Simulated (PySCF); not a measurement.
Level of theory: core-valence-separated Tamm–Dancoff BHandHLYP/aug-pcX-1 (pcseg-1 on H) in PySCF, non-relativistic, gas phase, PBE0-D3(BJ)/def2-SVP geometry. No empirical shift is added; at this level the pattern usually sits a few eV under experiment.

Main lines of an unknown, eV (oscillator strength): C K: 285.5 (0.051), 285.5 (0.032), 285.8 (0.095), 285.9 (0.043), 286.1 (0.043). Listed: the first five lines at most of each edge with a tenth or more of its strongest line's intensity; roots within 0.03 eV on the same or equivalent atoms are summed. Only the lowest roots were sought, and the top ones are left out.

Question: Which candidate gives them?
A. `C1[C@H]2CCC[C@H]21`
B. `C1C[C@H]2CC[C@@H]12`
C. `C=CCC(=C)C`
D. `C1CC=C(C1)C`

Answer: B. 

- `C1C[C@H]2CC[C@@H]12`: C K: 285.5 (0.051), 285.5 (0.032), 285.8 (0.095), 285.9 (0.043), 286.1 (0.043). First C line listed at 285.5 eV, hole on the four-membered-ring carbon.
- `C=CCC(=C)C`: C K: 282.6 (0.055), 282.7 (0.067), 282.7 (0.055), 282.9 (0.066), 285.5 (0.009). First C line listed at 282.6 eV, hole on the terminal =CH2 carbon (1s→π*).
- `C1C[C@@H]2C[C@@H]2C1`: C K: 285.4 (0.013), 285.5 (0.029), 285.6 (0.010), 285.6 (0.033), 285.8 (0.020). First C line listed at 285.4 eV, hole on the ring CH2 carbon.
- `CC1=CCCC1`: C K: 282.9 (0.055), 283.0 (0.067), 285.5 (0.008), 285.5 (0.014), 285.5 (0.028). First C line listed at 282.9 eV, hole on the alkene CH carbon (1s→π*).

One conformer each; other structures than these candidates weren't tested.
